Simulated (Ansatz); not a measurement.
Anatase TiO2 (metastable phase) was calculated with r²SCAN+rVV10 (PAW; Ansatz, a program for electronic structure).

Settings: plane-wave cutoff 560 eV, 12×12×12 k mesh, Fermi–Dirac smearing 0.01 eV, no spin polarisation, scalar-relativistic PAW data made under PBE.

Computed at the level's own relaxed cell.

### Question
What does this level give for the Γ–Γ gap, lattice constant a, pressure derivative B′ of the bulk modulus, band gap and bulk modulus B0?

### Answer

- Γ–Γ gap = 3.01 eV
- lattice constant a = 3.775 Å
- pressure derivative B′ of the bulk modulus = 2.4
- band gap = 2.51 eV (indirect)
- bulk modulus B0 = 190 GPa

Measured, for comparison: lattice constant a 3.784 Å (room temperature, not corrected to a static lattice; as tabulated in Horn, Schwerdtfeger, Meagher, Refinement of the structure of anatase at several …). Computed (rounded) less measured: lattice constant a -0.2 %.

Note: the bulk modulus comes from volumes at which shape and atoms were relaxed.
